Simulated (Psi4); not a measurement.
Psi4 input (wB97X-D/6-31G*):

```
memory 1500 MB

molecule {
-1 2
O    -1.66114469    0.13057589    0.03706797
C    -0.58344504   -0.40829064   -0.06362926
S     1.04936424    0.08782104    0.00532698
symmetry c1
no_reorient
no_com
}

set {
  basis 6-31G*
  reference uks
  scf_type pk
  dft_radial_points 99
  dft_spherical_points 590
  e_convergence 1e-8
  d_convergence 1e-7
  maxiter 150
}

e = energy('wb97x-d')
print_out(f'\nFINAL {e:.10f} DIPOLE {variable("CURRENT DIPOLE")[0]:.6f} {variable("CURRENT DIPOLE")[1]:.6f} {variable("CURRENT DIPOLE")[2]:.6f}\n')
```

From the last part of the output:

```
       7A     -5.740449     8A     -0.922159     9A     -0.582859
      10A     -0.360388    11A     -0.262389    12A     -0.259000
      13A     -0.233824    14A     -0.098154    15A     -0.084055

    Beta Virtual:

      16A      0.260476    17A      0.310231    18A      0.398460
      19A      0.523430    20A      0.620077    21A      0.673612
      22A      0.679297    23A      0.748019    24A      0.871052
      25A      0.878698    26A      0.995456    27A      1.100444
      28A      1.131363    29A      1.131534    30A      1.133179
      31A      1.207230    32A      1.249982    33A      1.300016
      34A      1.335150    35A      1.390914    36A      1.788328
      37A      1.860509    38A      1.910513    39A      1.920705
      40A      2.109165    41A      2.305904    42A      2.389715
      43A      2.663425    44A      2.879200    45A      3.011751
      46A      3.248790    47A      4.096389    48A      4.244280
      49A      4.513966

    Final Occupation by Irrep:
              A
    DOCC [    15 ]
    SOCC [     1 ]
    NA   [    16 ]
    NB   [    15 ]

  @UKS Final Energy:  -511.46077969353729

   => Energetics <=

    Nuclear Repulsion Energy =             75.7369851471444804
    One-Electron Energy =                -862.9039162624453638
    Two-Electron Energy =                 304.3480112738949401
    DFT Exchange-Correlation Energy =     -28.6417722904310601
    Empirical Dispersion Energy =          -0.0000875617002464
    VV10 Nonlocal Energy =                  0.0000000000000000
    Total Energy =                       -511.4607796935372903

  UHF NO Occupations:
  HONO-2 :   14  A 1.9994290
  HONO-1 :   15  A 1.9988760
  HONO-0 :   16  A 1.0000000
  LUNO+0 :   17  A 0.0011240
  LUNO+1 :   18  A 0.0005710
  LUNO+2 :   19  A 0.0003896
  LUNO+3 :   20  A 0.0000728

Computation Completed

Properties will be evaluated at   0.000000,   0.000000,   0.000000 [a0]

Properties computed using the SCF density matrix

 Multipole Moments:

 ------------------------------------------------------------------------------------
     Multipole            Electronic (a.u.)      Nuclear  (a.u.)        Total (a.u.)
 ------------------------------------------------------------------------------------

 L = 1.  Multiply by 2.5417464519 to convert [e a0] to [Debye]
 Dipole X            :         -0.1991962            0.0000002           -0.1991960
 Dipole Y            :         -0.0438818           -0.0000002           -0.0438819
 Dipole Z            :         -0.0056035           -0.0000002           -0.0056037
 Magnitude           :                                                    0.2040492

 ------------------------------------------------------------------------------------

FINAL -511.4607796935 DIPOLE -0.199196 -0.043882 -0.005604

*** Psi4 exiting successfully. Buy a developer a beer!
```

The dipole moment of an ion depends on the origin.
